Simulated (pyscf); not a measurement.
Single points on ωB97X-D3(BJ)/def2-SVP structures (PySCF, gas phase).

Q: Estimate by transition-state theory the rate constant of `[OH][Ta]([Cl])([Cl])([Cl])[Cl]` + `[H]` [doublet] → `[O][Ta]([Cl])([Cl])([Cl])[Cl]` [doublet] + `[H][H]` (doublet surface; H–O broken, H–H formed) at 298 K, with ωB97M-D3(BJ)/def2-TZVP energies (ideal gas, 1 atm, RRHO with modes under 100 cm⁻¹ raised to 100, one conformer, R ln 2 for chiral ones without a mode under 150 cm⁻¹; no tunnelling).

A: The electronic barrier is 18.2 kcal/mol and the thermal terms add +4.3, so ΔG‡ = 22.5 kcal/mol. With k_BT/h = 6.21e+12 s⁻¹ and RT = 0.592 kcal/mol, and a volume of 4.06e-20 cm³ per molecule at 1 atm, k = 8.0e-24 cm³ molecule⁻¹ s⁻¹. Wigner's tunnelling factor for 1217i cm⁻¹ would be 2.44, likely too low at so high a frequency. A shift of 1 kcal/mol in the barrier changes k by a factor 5.4. One saddle was located; it need not be the lowest between these sides. The angle at the transferred H is 164°. Open-shell species with a d-block atom are single-reference here; other states, and whether the spin sits on metal or ligand, were not checked. Elements past Kr carry the def2 core potentials, without spin-orbit coupling.
